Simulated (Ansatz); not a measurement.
fcc Ir

The numbers are results of PBE (PAW; Ansatz, a quantum-chemistry and plane-wave program), not measurements.

Settings: plane-wave cutoff 500 eV, 32×32×32 k mesh, Fermi–Dirac smearing 0.1 eV, no spin polarisation, scalar-relativistic PAW data made under PBE.

Cell (relaxed at this level):

```cif
data_Ir4
_chemical_formula_sum 'Ir4'
_space_group_name_H-M_alt 'Fm-3m'
_space_group_IT_number 225
_space_group_name_Hall '-F 4 2 3'
_cell_length_a 3.87155
_cell_length_b 3.87155
_cell_length_c 3.87155
_cell_angle_alpha 90.000
_cell_angle_beta 90.000
_cell_angle_gamma 90.000
loop_
_atom_site_label
_atom_site_type_symbol
_atom_site_symmetry_multiplicity
_atom_site_Wyckoff_symbol
_atom_site_fract_x
_atom_site_fract_y
_atom_site_fract_z
_atom_site_occupancy
Ir1 Ir 4 a 0.00000 0.00000 0.00000 1
```
(The calculation used a cell of 1 atom; values per cell refer to that cell.)

```
Item                                   Result
------------------------------  -------------
equilibrium volume per atom     14.51 Å³/atom
equilibrium lattice constant a        3.872 Å
```

Measured, for comparison: equilibrium volume per atom 14.06 Å³/atom, lattice constant a 3.831 Å (static lattice: zero-point anharmonic expansion removed; as tabulated in Mejia-Rodriguez and Trickey (2018), arXiv:1807.09216). Computed (rounded) less measured: equilibrium volume per atom +3.2 %, lattice constant a +1.1 %.

Spin–orbit coupling is not included.

The result took around 50 core-seconds (rough).
